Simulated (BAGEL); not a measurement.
**CH4SSi (SMILES C[Si]S) at HF/6-31G(d) (density fitting with qzvpp-jkfit, spherical functions)**

What is the vertical singlet–triplet gap of CH4SSi at HF/6-31G* (density fitting with qzvpp-jkfit, spherical functions)? 

Program for the calculation: BAGEL 1.2.2.

## Step 1: The structure to begin with

CH4SSi has 7 atoms, charge 0, and is taken as a singlet. As SMILES, `C[Si]S`. Geometry: relaxed at PBE0-D4/def2-TZVP. This is one conformer, not always the lowest.

Bond lengths: C1–Si2 1.900 Å, Si2–S3 2.131 Å, C1–H4 1.092 Å, C1–H5 1.099 Å, C1–H6 1.093 Å, S3–H7 1.344 Å. Angles: C1–Si2–S3 95.9°, Si2–C1–H4 116.0°, Si2–C1–H5 106.7°, Si2–C1–H6 110.2°, Si2–S3–H7 96.6°, H4–C1–H5 107.8°, H4–C1–H6 109.3°, H5–C1–H6 106.4°.

## Step 2: The energy at HF/6-31G(d) (density fitting with qzvpp-jkfit, spherical functions)

The input, hf.json:

```json
{ "bagel" : [

{
  "title" : "molecule",
  "basis" : "6-31gs.json",
  "df_basis" : "qzvpp-jkfit",
  "angstrom" : "true",
  "geometry" : [
    { "atom" : "C", "xyz" : [      -0.832900,       0.619900,      -0.259300 ] },
    { "atom" : "Si", "xyz" : [       0.524600,       0.221700,       1.009400 ] },
    { "atom" : "S", "xyz" : [       1.327900,      -1.447800,      -0.043800 ] },
    { "atom" : "H", "xyz" : [      -1.182900,      -0.218500,      -0.865200 ] },
    { "atom" : "H", "xyz" : [      -0.416500,       1.374800,      -0.940400 ] },
    { "atom" : "H", "xyz" : [      -1.686600,       1.089200,       0.237000 ] },
    { "atom" : "H", "xyz" : [       2.327500,      -1.707400,       0.816400 ] }
  ]
},

{ "title" : "hf" },

{ "title" : "print", "file" : "orbitals.molden", "orbitals" : "true" }

]}
```

The basis set 6-31G* is read from a file made from the Basis Set Exchange's data (not shown).

The run is started by

```
$ BAGEL_NUM_THREADS=1 BAGEL hf.json > hf.out
```

The log of the run:

```text
* using 1 threads per process

  ===============================================================
  ===============================================================

  *** Geometry ***

  { "atom" : "C", "xyz" : [     -1.573953,      1.171441,     -0.490006 ] },
  { "atom" : "Si", "xyz" : [      0.991350,      0.418952,      1.907490 ] },
  { "atom" : "S", "xyz" : [      2.509367,     -2.735945,     -0.082770 ] },
  { "atom" : "H", "xyz" : [     -2.235357,     -0.412905,     -1.634991 ] },
  { "atom" : "H", "xyz" : [     -0.787071,      2.597995,     -1.777098 ] },
  { "atom" : "H", "xyz" : [     -3.187212,      2.058290,      0.447865 ] },
  { "atom" : "H", "xyz" : [      4.398338,     -3.226518,      1.542772 ] },

  Number of auxiliary basis functions:      403

  Since a DF basis is specified, we compute 2- and 3-index integrals:
    o Being stored without compression. Storage requirement is 0.011 GB

  Number of basis functions:       58
  Number of electrons      :       40

    * METHOD: MOLECULE                             0.38

  *** RHF ***

  === Nuclear Repulsion ===
   132.1617092644

      * DIIS with orbital gradients will be used.

  === RHF iteration (6-31gs.json) ===
      0       -726.52625211          0.01485949           0.06
      1       -726.59837531          0.00637101           0.06
      2       -726.61147361          0.00143285           0.05
      3       -726.61276228          0.00023559           0.06
      4       -726.61280834          0.00008750           0.07
      5       -726.61281629          0.00002414           0.06
      6       -726.61281702          0.00000874           0.06
      7       -726.61281712          0.00000286           0.06
      8       -726.61281714          0.00000077           0.06
      9       -726.61281714          0.00000025           0.06
     10       -726.61281714          0.00000009           0.06
     11       -726.61281714          0.00000004           0.05
     12       -726.61281714          0.00000002           0.06
     13       -726.61281714          0.00000001           0.07
    * SCF iteration converged.

    * Permanent dipole moment:
           (    0.190912,    -0.292353,    -0.089587) a.u.

    * METHOD: HF                                   1.10

    * METHOD: PRINT                                0.01

  ===============================================================
```

Wall time 2 s (1 thread of Intel Xeon at 2.50GHz (Skylake/Cascade Lake), shared host).

## Step 3: The triplet at the same level

Changes to hf.json since step 2:

```diff
@@ -6,3 +6,3 @@
   "df_basis" : "qzvpp-jkfit",
-  "angstrom" : "true",
+  "angstrom" : true,
   "geometry" : [
@@ -18,5 +18,5 @@
 
-{ "title" : "hf" },
+{ "title" : "uhf", "nopen" : 2 },
 
-{ "title" : "print", "file" : "orbitals.molden", "orbitals" : "true" }
+{ "title" : "print", "file" : "orbitals.molden", "orbitals" : true }
```

The basis set 6-31G* is read from a file made from the Basis Set Exchange's data (not shown).

The run is started by

```
$ BAGEL_NUM_THREADS=1 BAGEL hf.json > hf.out
```

The log of the run:

```text
* using 1 threads per process

  ===============================================================
  ===============================================================

  *** Geometry ***

  { "atom" : "C", "xyz" : [     -1.573953,      1.171441,     -0.490006 ] },
  { "atom" : "Si", "xyz" : [      0.991350,      0.418952,      1.907490 ] },
  { "atom" : "S", "xyz" : [      2.509367,     -2.735945,     -0.082770 ] },
  { "atom" : "H", "xyz" : [     -2.235357,     -0.412905,     -1.634991 ] },
  { "atom" : "H", "xyz" : [     -0.787071,      2.597995,     -1.777098 ] },
  { "atom" : "H", "xyz" : [     -3.187212,      2.058290,      0.447865 ] },
  { "atom" : "H", "xyz" : [      4.398338,     -3.226518,      1.542772 ] },

  Number of auxiliary basis functions:      403

  Since a DF basis is specified, we compute 2- and 3-index integrals:
    o Being stored without compression. Storage requirement is 0.011 GB

  Number of basis functions:       58
  Number of electrons      :       40

    * METHOD: MOLECULE                             0.40

  *** Open-shell HF ***

  === Nuclear Repulsion ===
   132.1617092644

      * DIIS with orbital gradients will be used.

  === UHF iteration (6-31gs.json) ===
      0       -726.46568643          0.02736438           0.15
      1       -726.54281298          0.01149920           0.13
      2       -726.55666399          0.00540941           0.12
      3       -726.55990885          0.00156196           0.13
      4       -726.56099458          0.00049117           0.12
      5       -726.56116815          0.00020948           0.12
      6       -726.56122254          0.00005564           0.15
      7       -726.56123494          0.00002478           0.13
      8       -726.56123955          0.00001002           0.10
      9       -726.56124039          0.00000353           0.11
     10       -726.56124050          0.00000119           0.11
     11       -726.56124051          0.00000049           0.14
     12       -726.56124051          0.00000026           0.13
     13       -726.56124052          0.00000012           0.13
     14       -726.56124052          0.00000007           0.11
     15       -726.56124052          0.00000005           0.14
     16       -726.56124052          0.00000003           0.12
     17       -726.56124052          0.00000001           0.12
     18       -726.56124052          0.00000000           0.13
    * SCF iteration converged.

    * S^2 (UHF) is 2.0054

    * Permanent dipole moment:
           (    0.053599,    -0.550237,    -0.522924) a.u.

    * METHOD: UHF                                  2.67

    * METHOD: PRINT                                0.01

  ===============================================================
```

Run time: 3.6 s. Hardware: 1 thread of Intel Xeon at 2.50GHz (Skylake/Cascade Lake), shared host.

## Step 4: Outcome

At HF/6-31G* (density fitting with qzvpp-jkfit, spherical functions):

| quantity | value |
| --- | --- |
| singlet: total energy | -726.61282 Eh |
| singlet: dipole moment | 0.92 D |
| singlet: HOMO energy | -8.85 eV |
| singlet: LUMO energy | 1.02 eV |
| singlet: HOMO–LUMO gap | 9.87 eV |
| triplet: total energy | -726.56124 Eh |
| triplet: dipole moment | 1.93 D |
| triplet: ⟨S²⟩ | 2.005 |
| vertical energy of the triplet above the singlet | 1.403 eV |

**Reading.** At this shape the triplet lies 1.40 eV (32 kcal/mol) above the singlet.
